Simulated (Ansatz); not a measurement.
# AlHO (triplet): from Hartree-Fock to the top rungs, def2-TZVPP

An exercise on one series of results from a longer session: the logs are not shown, and one member is left open.

Computed with Ansatz 0.2.0, Gaussian basis. Level: def2-TZVPP, core rule «outside noble gas», up to 6 orbitals frozen.

Plan: UHF; ROHF; CCSD(T) on UHF.

2 further runs of the same task are left out: 2 set aside as unsound or not needed.

### What is computed

The geometry is a PBE0/def2-TZVP stationary point (not a proven minimum) of the parent state, kept for this charge and spin.

3 atoms, charge 0, spin multiplicity 3.

Atoms are counted from 1 here; the program's logs count them from 0.

Bond lengths: Al1–O2 1.674 Å, O2–H3 0.950 Å. Angles: Al1–O2–H3 180.0°.

Set-up of the first run:

in.yaml reads:

```yaml
crystal:
  periodic: [false, false, false]
  atoms:
    - {symbol: Al, position_ang: [0.000000, 0.000000, 1.432992]}
    - {symbol: O, position_ang: [0.000000, 0.000000, -0.241478]}
    - {symbol: H, position_ang: [0.000000, 0.000000, -1.191514]}
basis:
  gaussian: {orbitals: def2-TZVPP}
magnetization: {spin_polarized: true, initial_magnetization: 2}
hamiltonian: {xc: hf}
output: {orbitals: {seedname: orbitals}}
```

Launch:

```sh
> ansatz run in.yaml --threads 1 --pin off --events-out ev --progress --plain --max-ram 4096MiB --backend cpu
```

Among the steps run: UHF; ROHF; CCSD(T) on UHF.

One table of the session follows, with a row left open; its other results are not shown here.

```
  method  from UCCSD(T) (kcal/mol)
    ROHF                   +181.70
     UHF                         ?
    UMP2                     +9.34
   UCCSD                     +6.04
UCCSD(T)                         0
```

**Question.** Estimate the row for UHF.

The run gave: from UCCSD(T) (kcal/mol): +181.38. In the column «from UCCSD(T) (kcal/mol)» it lies between UMP2 (+9.34) and ROHF (+181.70).
